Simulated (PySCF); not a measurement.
S: electron affinity

S⁻ [Ne] 3s2 3p5 (2P) → S [Ne] 3s2 3p4 (3P), as a difference of total energies. Computed with PySCF 2.14 in def2-QZVPPD, with no relativity, point nucleus. Correlated levels: valence: [Ne] frozen. The calculations carry no spin-orbit coupling.

| method | electron affinity (eV) |
| --- | --- |
| UHF | 0.881 |
| MP2 (valence) | 1.979 |
| SCS-MP2 (valence) | 1.987 |
| CCSD (valence) | 1.912 |
| CCSD(T) (valence) | 1.997 |

Q: How much does correlation contribute at CCSD(T) (valence)?

A: 1.997 − (0.881) = 1.116 eV, measured against UHF.

Errors of the correlated levels include the incompleteness of this basis and the frozen core.

For comparison: 2.077 eV (measured; photodetachment measurements, as compiled on the Wikipedia data page of electron affinities).
